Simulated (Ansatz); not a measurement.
in.yaml

```yaml
crystal:
  periodic: [false, false, false]
  atoms:
    - {symbol: Si, position_ang: [0.000000, 0.017809, 1.534798]}
    - {symbol: As, position_ang: [0.000000, -0.026897, -0.630834]}
    - {symbol: H, position_ang: [0.000000, 1.226230, 2.395086]}
    - {symbol: H, position_ang: [0.000000, -1.223246, 2.346849]}
    - {symbol: H, position_ang: [0.000000, 1.500097, -0.617182]}
basis:
  gaussian: {orbitals: cc-pVDZ}
magnetization: {spin_polarized: false, initial_magnetization: 2}
hamiltonian: {xc: {name: r2SCAN}}
correlation: {method: ccsd_t, electrons: outside_noble_gas}
scf: {lower_state_search: full}
output: {forces: true}
```

```sh
$ ansatz run in.yaml --threads 1 --pin off --events-out ev --progress --plain --max-ram 2393MiB
```

Q: Roughly how long does this take on 1 thread of Arm Neoverse V2, shared host, and how much host memory?

A: 24 s wall and 0.19 GiB.

```
641 factors; integrals over basis functions are off by at most 1.3e-3 eV
mean field evaluation 1: about -68762.5487 eV, gradient 9.0e0 eV
mean field evaluation 2: about -68762.5445 eV, gradient 9.0e0 eV
mean field evaluation 4: about -68762.9156 eV, gradient 2.0e0 eV
mean field evaluation 8: about -68762.9328 eV, gradient 4.1e-2 eV
mean field evaluation 16: about -68762.9328 eV, gradient 2.8e-6 eV
mean field evaluation 32: about -68685.4957 eV, gradient 1.0e2 eV
mean field evaluation 64: about -68762.9328 eV, gradient 2.6e-5 eV
mean field evaluation 96: about -68762.9328 eV, gradient 5.7e-5 eV
mean field evaluation 128: about -68762.9328 eV, gradient 8.1e-5 eV
mean field -68762.93283826 eV, -2526.9911726160 hartree, gradient 2.8e-6 eV, S^2 2.000000; 6 other end points of the search recorded, 0 dependent functions left out
19 core orbitals not correlated: weight in the atoms' cores, before any rotation towards them, 0.999 or more for the frozen orbitals, at most 0.000 for the correlated occupied ones
reference -68701.63296457 eV, -2524.7384438086 hartree; 7, 5 occupied and 34, 36 virtual orbitals, 641 factors
second order -5.06876678 eV of doubles, -0.30849381 eV of singles
cycle   1  -6.04972785 eV  change   -6.7e-1 eV  update   6.1e-2
cycle   2  -6.27652401 eV  change   -2.3e-1 eV  update   2.1e-2
cycle   3  -6.29722621 eV  change   -2.1e-2 eV  update   6.8e-3
cycle   4  -6.29902346 eV  change   -1.8e-3 eV  update   3.1e-3
cycle   5  -6.29895960 eV  change    6.4e-5 eV  update   1.3e-3
cycle   6  -6.29893343 eV  change    2.6e-5 eV  update   4.4e-4
cycle   7  -6.29904436 eV  change   -1.1e-4 eV  update   1.7e-4
cycle   8  -6.29905937 eV  change   -1.5e-5 eV  update   6.5e-5
cycle   9  -6.29904134 eV  change    1.8e-5 eV  update   2.2e-5
cycle  10  -6.29904285 eV  change   -1.5e-6 eV  update   8.7e-6
cycle  11  -6.29904247 eV  change    3.7e-7 eV  update   3.6e-6
cycle  12  -6.29904189 eV  change    5.8e-7 eV  update   1.4e-6
cycle  13  -6.29904124 eV  change    6.5e-7 eV  update   5.9e-7
perturbative correction -0.17019843 eV, -0.0062546769 hartree
the calculation of the forces begins
Total energy: -68708.10220424 eV, -2524.9761839815 hartree
Atom 0 at     0.000000     0.017809     1.534798 Å, force     0.000000    -0.013784     4.777413 eV/Å
Atom 1 at     0.000000    -0.026897    -0.630834 Å, force    -0.000000    -0.125814    -4.404764 eV/Å
Atom 2 at     0.000000     1.226230     2.395086 Å, force    -0.000000     0.151015    -0.111017 eV/Å
Atom 3 at     0.000000    -1.223246     2.346849 Å, force    -0.000000    -0.152452    -0.110207 eV/Å
Atom 4 at     0.000000     1.500097    -0.617182 Å, force     0.000000     0.141035    -0.151425 eV/Å
Dipole moment:    -0.000000     0.070827    -0.088704 e Å
```

Forces (eV/Å):
```
Si   0.000 -0.014  4.777
As   0.000 -0.126 -4.405
H    0.000  0.151 -0.111
H    0.000 -0.152 -0.110
H    0.000  0.141 -0.151
```
